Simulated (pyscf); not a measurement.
Thermochemistry of product channels of `[SH]` [doublet] + `[O]` [triplet] on the doublet surface, in kJ/mol, from CCSD(T)/def2-TZVPP + ΔMP2(QZVPP) energies (ideal gas, 1 atm, RRHO with modes under 100 cm⁻¹ raised to 100, one conformer, R ln 2 for rigid chiral ones). Optimised with ωB97X-D3(BJ)/def2-SVP in PySCF. Correlated levels are frozen-core, on RHF or UHF. ΔMP2 is the change of the MP2 total energy from the triple- to the quadruple-zeta basis.

```csv
products,ΔE,ΔH(298 K),ΔG(298 K),ΔG(900 K)
`[S]` [triplet] + `[OH]` [doublet],-81.5,-75.6,-74.0,-70.8
`[O]=[S]` [triplet] + `[H]` [doublet],[?],-156.2,-153.8,-149.9
```

Task: What belongs in the gaps?

Result: 
- `[O]=[S]` [triplet] + `[H]` [doublet], ΔE: -147.0

These are energies of the channels, which say nothing of barriers. The CCSD(T) − MP2 part came from Ansatz, without density fitting, on the same reference. Left out: orbital degeneracy and the spin-orbit lowering of OH, O, SH, S.
